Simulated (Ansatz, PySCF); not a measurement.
This PySCF input computes a SVWN5/def2-TZVPD energy:

```python
from pyscf import gto, scf, dft

mol = gto.M(
    atom='''
    C    -0.00108478    0.01125913    0.11444147
    C    -0.01259876    0.13076463    1.32913478
    C     0.01178222   -0.12228971   -1.24299295
    H    -0.02261568    0.23473201    2.38589352
    H     0.94544728   -0.15717806   -1.78780376
    H    -0.91142373   -0.19595820   -1.80158956
    ''',
    basis='def2-tzvpd',
    charge=0,
    spin=1,
    verbose=4,
)

mf = dft.UKS(mol, xc='svwn').density_fit(auxbasis='def2-universal-jkfit')
mf.grids.level = 3
mf.conv_tol = 1e-9
mf.max_cycle = 100
mf.max_memory = 1500
mf.kernel()
if not mf.converged:
    mf = mf.newton()
    mf.kernel(mf.make_rdm1())
for _ in range(2):
    mo, _, stable, _ = mf.stability(return_status=True)
    if stable:
        break
    mf.kernel(mf.make_rdm1(mo, mf.mo_occ))
mf.analyze()
```

### Question
Write an input for the same energy in Ansatz (a quantum-chemistry and plane-wave program) and say what it gives.

### Answer

Ansatz 0.2 input:
```yaml
crystal:
  periodic: [false, false, false]
  atoms:
    - {symbol: C, position_ang: [-0.00108478, 0.01125913, 0.11444147]}
    - {symbol: C, position_ang: [-0.01259876, 0.13076463, 1.32913478]}
    - {symbol: C, position_ang: [0.01178222, -0.12228971, -1.24299295]}
    - {symbol: H, position_ang: [-0.02261568, 0.23473201, 2.38589352]}
    - {symbol: H, position_ang: [0.94544728, -0.15717806, -1.78780376]}
    - {symbol: H, position_ang: [-0.91142373, -0.19595820, -1.80158956]}
basis:
  gaussian:
    orbitals: def2-TZVPD
hamiltonian:
  xc: {name: SVWN5}
magnetization: {spin_polarized: true, initial_magnetization: 1}
output: {forces: true}
```
It gives -114.94847 Eh, and PySCF -114.94846 Eh, a difference of 0.01 mEh.

It need not be the lowest isomer of its formula.
